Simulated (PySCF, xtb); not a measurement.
allene cation (C3H4), SMILES C=C=C (connectivity only; charge and spin as stated), charge +1, multiplicity 2.

Harmonic wavenumbers (cm⁻¹) from GFN2-xTB in xtb at its own minimum, in rising order: 318, 357, 717, 721, 802, 805, 875, 1103, 1164, 1294, 1787, 2960, 2960, 2965, 2986.

Q: What does TPSSh-D3(BJ)/def2-TZVP run with PySCF give at its own minimum? (An estimate is asked for; the answer gives what the named calculation found.)

A: 318, 338, 782, 804, 907, 927, 1000, 1066, 1362, 1404, 1613, 3061, 3077, 3154, 3157. Paired by order, the mean absolute difference is 108 cm⁻¹ and the zero-point energies are 31.2 and 32.8 kcal/mol.
